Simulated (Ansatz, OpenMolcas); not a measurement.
**From Ansatz to OpenMolcas**

This Ansatz 0.2.0 job computes SiF2 (SMILES F[Si]F):

run.yaml:
```yaml
basis:
  gaussian: {orbitals: def2-TZVP}
crystal:
  periodic: [false, false, false]
  atoms:
    - {symbol: F, position_ang: [0.166300, 1.246800, 0.229400]}
    - {symbol: Si, position_ang: [-0.594900, -0.046400, -0.330100]}
    - {symbol: F, position_ang: [0.428600, -1.200400, 0.100700]}
correlation: {method: mp2, frozen_orbitals: {F: 1, Si: 5}}
accuracy: high
```

```bash
$ ansatz run run.yaml --threads 1 --pin off --max-ram 3480MiB --events-out events.jsonl --progress --plain --runs-dir runs
```

Geometry: relaxed at PBE0-D4/def2-TZVP.

It gives a total energy of -488.606717 Eh.

Question: Translate the job to OpenMolcas 26.06 as an input file of the program's own.

Answer: For example:

mol.inp:
```
&GATEWAY
 BASLIB=$CurrDir
 BASISSET
 F.def2-TZVP....
 F1 0.166300 1.246800 0.229400 angstrom
 F3 0.428600 -1.200400 0.100700 angstrom
 End of Basis
 BASISSET
 Si.def2-TZVP....
 Si2 -0.594900 -0.046400 -0.330100 angstrom
 End of Basis

&SEWARD

&SCF
 THRESHOLDS=1e-10 1e-07 1e-07 1e-05
 PRORBITALS=0

&MBPT2
 FROZEN=7
```

```bash
$ export MOLCAS_MEM=1860
$ pymolcas mol.inp > mol.log
```

(Basis files named in the input come from the Basis Set Exchange and aren't shown.)

Its energy is -488.606717 Eh, 0.000 mEh from the first.
